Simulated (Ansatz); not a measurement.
**CH₂Li (doublet): from Hartree-Fock to the top rungs at scale of all distances = 1.311, 6-31G**

How much of the correlation energy of CH₂Li (doublet) does each wave-function method recover here?

Program: Ansatz 0.2.0, Gaussian basis. Level of theory: 6-31G, core rule «outside noble gas», up to 2 orbitals frozen. These are calculated values, not measurements.

Plan: UHF; CCSD(T) on ROHF; CCSD(T) on UHF; BCCD(T) on ROHF; CISD; CCSDT(Q) on ROHF; CCSDT(Q) on UHF; CISDTQ; CCSDTQ on ROHF; CASSCF and MRCISD+Q, 3 electrons in 3 orbitals; CASSCF and NEVPT2, 3 electrons in 3 orbitals; Full CI.

35 further runs of the same task are left out: 19 for a known fault of the program, 13 that didn't finish, 3 set aside as unsound or not needed.

## (1) What is computed

The geometry derives from a PBE0/def2-TZVP stationary point (not a proven minimum). All distances are scaled together.

4 atoms, charge 0, spin multiplicity 2.

Atoms are counted from 1 here; the program's logs count them from 0.

No contacts short enough for the rule that draws bonds.

## (2) UHF

The input, in.yaml:

```yaml
crystal:
  periodic: [false, false, false]
  atoms:
    - {symbol: C, position_ang: [0.000000, 0.000000, 0.744662]}
    - {symbol: Li, position_ang: [0.000000, 0.000000, -1.758057]}
    - {symbol: H, position_ang: [0.000000, 1.148646, 1.616549]}
    - {symbol: H, position_ang: [0.000000, -1.148646, 1.616549]}
basis:
  gaussian: {orbitals: 6-31G}
magnetization: {spin_polarized: true, initial_magnetization: 1}
hamiltonian: {xc: hf}
output: {orbitals: {seedname: orbitals}}
```

Run with:

```bash
> ansatz run in.yaml --threads 1 --pin off --events-out ev --progress --plain --max-ram 2393MiB
```

The runs that follow: CCSD(T) on ROHF; CCSD(T) on UHF; BCCD(T) on ROHF; CISD; CCSDT(Q) on ROHF; CCSDT(Q) on UHF; CISDTQ; CCSDTQ on ROHF; CASSCF and MRCISD+Q, 3 electrons in 3 orbitals; CASSCF and NEVPT2, 3 electrons in 3 orbitals; Full CI.

Before running them: what should the planned runs give, taken together? Wanted: FCI below the RHF energy; RMP2 from FCI; UMP2 from FCI; RCCSD from FCI; RCCSD(T) from FCI; UCCSD(T) from FCI; RCCSDT(Q) from FCI; UCCSDT(Q) from FCI; NEVPT2 pair from FCI.

The runs gave:

| quantity | value |
| --- | --- |
| FCI below the RHF energy | -3.3808 eV |
| RMP2 from FCI | +850.9 meV |
| UMP2 from FCI | +847.2 meV |
| RCCSD from FCI | +125.0 meV |
| RCCSD(T) from FCI | +25.2 meV |
| UCCSD(T) from FCI | +30.1 meV |
| RCCSDT(Q) from FCI | +0.3 meV |
| UCCSDT(Q) from FCI | -0.7 meV |
| NEVPT2 pair from FCI | +666.2 meV |
| levels within 1 kcal/mol (43 meV) | RCCSD(T), UCCSD(T), BCCD(T), RCCSDT, UCCSDT, CISDTQ, RCCSDT(Q), UCCSDT(Q), RCCSDTQ |
| T1 diagnostic | 0.042 |
| effectively unpaired electrons | 1.10 |

**Reading.** RCCSD(T) misses by +25.2 meV, 0.7 % of the correlation energy. The occupations are near whole numbers, but T1 = 0.042 shows that the orbitals relax strongly. These misses are within one basis, not against nature; the frozen cores of restricted and unrestricted runs differ, which can shift their rows.
